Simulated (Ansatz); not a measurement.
Two structures, one formula

Two relaxed structures of CH$_{5}$OSi (charge +1), closed shell (PBE0-D4/def2-TZVP; forces vanish, vibrations not checked).

A:

```json
{"atom": "C1", "x (Å)": "-0.6070", "y (Å)": "0.3511", "z (Å)": "-0.6312"}
{"atom": "O2", "x (Å)": "-0.2288", "y (Å)": "0.5546", "z (Å)": "0.8391"}
{"atom": "Si3", "x (Å)": "0.5306", "y (Å)": "-0.8834", "z (Å)": "0.0795"}
{"atom": "H4", "x (Å)": "-1.6803", "y (Å)": "0.2055", "z (Å)": "-0.6860"}
{"atom": "H5", "x (Å)": "-0.2198", "y (Å)": "1.1531", "z (Å)": "-1.2524"}
{"atom": "H6", "x (Å)": "0.2193", "y (Å)": "1.3907", "z (Å)": "1.0434"}
{"atom": "H7", "x (Å)": "0.0153", "y (Å)": "-2.0957", "z (Å)": "0.7235"}
{"atom": "H8", "x (Å)": "1.9708", "y (Å)": "-0.6758", "z (Å)": "-0.1159"}
```

B:

C1  (-1.178, 0.614, -0.805)
O2  (1.035, -0.806, 0.450)
Si3  (-0.051, 0.639, 0.429)
H4  (-1.900, 1.423, -0.860)
H5  (-1.263, -0.160, -1.558)
H6  (0.444, 1.410, 1.571)
H7  (0.892, -1.563, -0.142)
H8  (1.915, -0.830, 0.858)
(Å)

Program: Ansatz 0.2.0. Basis: def2-TZVPP. Cores are frozen in the correlated methods. B3LYP uses VWN-RPA correlation.

(1) Which structure is lower at CCSD(T), and by how much? (To be estimated.)

No T1 diagnostic of these runs exceeds 0.013. The restricted Hartree–Fock reference is unstable towards an unrestricted one at one or more of these structures.

## Answers

(1) Computed: A, by 37.3 kJ/mol (electronic energy, against the other). By their contacts, A is CH₅OSi ([CH2]1[OH][SiH2]1), total charge +1 and B is CH₅OSi ([CH2][SiH][OH2]), total charge +1.

All methods give the same order:

```json
{"method": "PBE-D4", "E(B) − E(A) (kJ/mol)": "34.1"}
{"method": "r2SCAN-D4", "E(B) − E(A) (kJ/mol)": "37.8"}
{"method": "PBE0-D4", "E(B) − E(A) (kJ/mol)": "42.1"}
{"method": "B3LYP-D4", "E(B) − E(A) (kJ/mol)": "35.2"}
{"method": "wB97M-V", "E(B) − E(A) (kJ/mol)": "42.0"}
{"method": "HF", "E(B) − E(A) (kJ/mol)": "60.7"}
{"method": "MP2", "E(B) − E(A) (kJ/mol)": "38.2"}
{"method": "CCSD", "E(B) − E(A) (kJ/mol)": "41.7"}
{"method": "CCSD(T)", "E(B) − E(A) (kJ/mol)": "37.3"}
```

Labels in which every atom is bracketed show which atoms are joined, not bond orders.

For scale, one of the runs: CCSD(T)/def2-TZVPP, 174 basis functions, launched by `ansatz run in.yaml --threads 2 --pin off --events-out ev --progress --plain --max-ram 4352MiB`. Hardware: 2 CPU threads of an Arm Neoverse V1, shared host. Wall time 30 s; peak host memory 1.5 GiB.
